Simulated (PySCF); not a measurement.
**A barrier at the coupled-cluster level**

Start structure (BH$_{3}$SO, singlet), relaxed at PBE0-D4/def2-TZVP:

B1  (-0.049, 0.597, -0.249)
S2  (1.129, 0.111, 1.034)
O3  (-0.962, -0.202, -0.842)
H4  (-0.968, -1.112, -0.535)
H5  (0.004, 1.739, -0.593)
H6  (0.782, -1.184, 1.151)
(Å)

The step: BH₃SO ([OH][BH][SH]) → BHO ([BH][O]) + H₂S; bonds formed: S2–H4; bonds broken: B1–S2, O3–H4. Computed with PySCF 2.14 with density fitting (its default auxiliary sets; JK sets also for MP2 and CCSD(T)) (basis: def2-TZVPP and def2-QZVPP); correlated methods freeze the cores. Extrapolation: Hartree–Fock as exp(−7.88 √X), correlation as X^−2.97. Energies below are by CCSD(T) at an estimated basis limit (MP2 extrapolated from triple and quadruple zeta, plus CCSD(T) − MP2 in triple zeta).

**Question.** What are the electronic barrier and the energy of the step, from the start structure to the end structure? (An estimate is asked for; the value comes from the calculation.)

**Answer.** The calculation gives: Barrier 207.7 kJ/mol; step energy 106.6 kJ/mol (uphill); reverse barrier, their difference, 101.1 kJ/mol. Barrier and step energy count from the start structure, the reverse barrier from the end structure.

The saddle point: One imaginary mode of 1282i cm⁻¹.
```tsv
pair	start (Å)	saddle (Å)	end (Å)
S2–H4	2.89	1.52	1.34
B1–S2	1.81	2.15	3.33
O3–H4	0.96	1.44	2.73
```

Zero-point energy (harmonic, PBE0-D4): ZPE is 98.5 kJ/mol at the start and 79.3 kJ/mol at the saddle, so the barrier goes from 207.7 to 188.5 kJ/mol.

First-order rate constant out of the start structure at 898 K by transition-state theory, with harmonic vibrational free energies alone and no tunnelling: ΔA‡ = 188.3 kJ/mol, so k = (kB T/h) exp(−ΔA‡/kB T) ≈ 10^2 s⁻¹ (an order of magnitude at best: rotation, the number of equivalent paths and anharmonicity are left out).

The T1 diagnostic stays at or below 0.019.

Labels in which every atom is bracketed show which atoms are joined, not bond orders.

For scale, one of the runs: CCSD(T)/def2-TZVPP, 146 basis functions, launched by `OMP_NUM_THREADS=4 python run.py`. Hardware: 4 CPU threads of an Arm Neoverse N1, shared host. Wall time 100 s; peak host memory 0.88 GiB.
